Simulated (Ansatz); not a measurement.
Single points on the cluster Li2O.

```yaml
crystal:
  periodic: [false, false, false]
  atoms:
    - {symbol: Li, position_ang: [1.375128, 0.529166, 0.299622]}
    - {symbol: Li, position_ang: [-1.261386, -0.813978, 0.084147]}
    - {symbol: O, position_ang: [-0.113741, 0.284811, -0.383768]}
basis:
  gaussian: {orbitals: def2-TZVPD, initial_orbitals: start.molden}
hamiltonian: {xc: pbe, dispersion: d4}
scf: {omitted_lower_state_checks: [starts]}
output: {orbitals: {seedname: orbitals}}
```

The file start.molden holds the orbitals of an earlier run on this structure, at another level or in another basis.

```sh
$ ansatz run in.yaml --threads 4 --pin off --events-out ev --progress --plain --max-ram 3916MiB
```

It prints (some lines left out):

```
Functional definition: PBE
514 factors; their error is unknown
mean field evaluation 1: about -2454.6335 eV, gradient 6.2e0 eV
mean field evaluation 2: about -2454.6868 eV, gradient 1.3e-1 eV
mean field evaluation 4: about -2454.6861 eV, gradient 5.4e-5 eV
mean field -2454.68613041 eV, -90.2080514464 hartree, gradient 5.7e-5 eV, S^2 0.000000; 0 other end points of the search recorded, 0 dependent functions left out
reference -2454.68618145 eV, -90.2080533221 hartree; 7, 7 occupied and 67, 67 virtual orbitals, 514 factors
Total energy: -2454.70664988 eV, -90.2088055233 hartree
Checks for a lower state left out: starts
```

It took 0.76 s on 4 threads of Intel Xeon on a shared host.

The first input with `gaussian: {orbitals: "def2-TZVPPD.json", initial_orbitals: start.molden}`, `correlation: {method: ccsd_t}` and without the key `hamiltonian` (abridged; 2 s):

```
Functional definition: HF
mean field -2443.65153036 eV, -89.8025373744 hartree, gradient 2.2e-6 eV, S^2 0.000000
1 core orbitals not correlated: weight in the atoms' cores, before any rotation towards them, 1.000 or more for the frozen orbitals, at most 0.000 for the correlated occupied ones
second order -9.71108354 eV of doubles, -0.00000000 eV of singles
cycle   1  -9.21940571 eV  change    4.9e-1 eV  update   1.4e-1
cycle   2  -9.53321226 eV  change   -3.1e-1 eV  update   7.6e-2
cycle   3  -9.62400944 eV  change   -9.1e-2 eV  update   2.7e-2
cycle   4  -9.64559613 eV  change   -2.2e-2 eV  update   1.4e-2
cycle   5  -9.63210795 eV  change    1.3e-2 eV  update   6.2e-3
cycle   6  -9.63028889 eV  change    1.8e-3 eV  update   3.1e-3
cycle   7  -9.63130387 eV  change   -1.0e-3 eV  update   1.6e-3
cycle   8  -9.63128190 eV  change    2.2e-5 eV  update   8.5e-4
cycle   9  -9.63119405 eV  change    8.8e-5 eV  update   4.0e-4
cycle  10  -9.63149385 eV  change   -3.0e-4 eV  update   2.2e-4
cycle  11  -9.63141134 eV  change    8.3e-5 eV  update   1.1e-4
cycle  12  -9.63130473 eV  change    1.1e-4 eV  update   5.3e-5
cycle  13  -9.63137451 eV  change   -7.0e-5 eV  update   2.5e-5
cycle  14  -9.63134363 eV  change    3.1e-5 eV  update   1.4e-5
cycle  15  -9.63133735 eV  change    6.3e-6 eV  update   6.7e-6
perturbative correction -0.38350559 eV, -0.0140935706 hartree
Total energy: -2453.66637330 eV, -90.1705760641 hartree
Checks for a lower state left out: starts
```

The first input with `hamiltonian: {xc: {name: LC-wPBE, parameters: {omega: 0.15/bohr}}}` (abridged; 0.96 s):

```
Functional definition: LC-wPBE
mean field -2455.33278247 eV, -90.2318154714 hartree, gradient 2.5e-5 eV, S^2 0.000000
Total energy: -2455.33278252 eV, -90.2318154731 hartree
Checks for a lower state left out: starts
```

As the first input, with `gaussian: {orbitals: def2-TZVPD}`, `hamiltonian: {xc: pbe0, dispersion: d4}` and without the key `scf` (abridged; 0.81 s):

```
Functional definition: PBE0
mean field evaluation 16: about -2454.5721 eV, gradient 8.9e-5 eV
mean field -2454.57209183 eV, -90.2038606061 hartree, gradient 8.9e-5 eV, S^2 0.000000
Total energy: -2454.58911331 eV, -90.2044861339 hartree
```

The first input with `hamiltonian: {xc: {name: LC-wPBE, parameters: {omega: 0.3/bohr}}}` (abridged; 0.96 s):

```
Functional definition: LC-wPBE
mean field -2455.62849812 eV, -90.2426828212 hartree, gradient 7.5e-6 eV, S^2 0.000000
Total energy: -2455.62849813 eV, -90.2426828216 hartree
Checks for a lower state left out: starts
```

As the first input, with `hamiltonian: {xc: {name: LC-wPBE, parameters: {omega: 0.1/bohr}}}` (abridged; 1.2 s):

```
Functional definition: LC-wPBE
mean field -2455.25206600 eV, -90.2288491960 hartree, gradient 1.1e-5 eV, S^2 0.000000
Total energy: -2455.25206612 eV, -90.2288492002 hartree
Checks for a lower state left out: starts
```

The first input with `hamiltonian: {xc: {name: LC-wPBE, parameters: {omega: 0.2/bohr}}}` (abridged; 0.91 s):

```
Functional definition: LC-wPBE
mean field -2455.42547005 eV, -90.2352216771 hartree, gradient 8.3e-6 eV, S^2 0.000000
Total energy: -2455.42547007 eV, -90.2352216780 hartree
Checks for a lower state left out: starts
```

Geometry: PBE-D4/def2-TZVPD, that of the charge -1 doublet.

Correlated methods freeze 1 core orbital; core or outer-core shells of Li are correlated, in sets that lack core-valence functions. At CCSD(T)/def2-TZVPPD T1 of the charge 0 singlet is large (up to 0.025), so the single-reference result is doubtful. The structure comes from a short search, and lower isomers may exist.
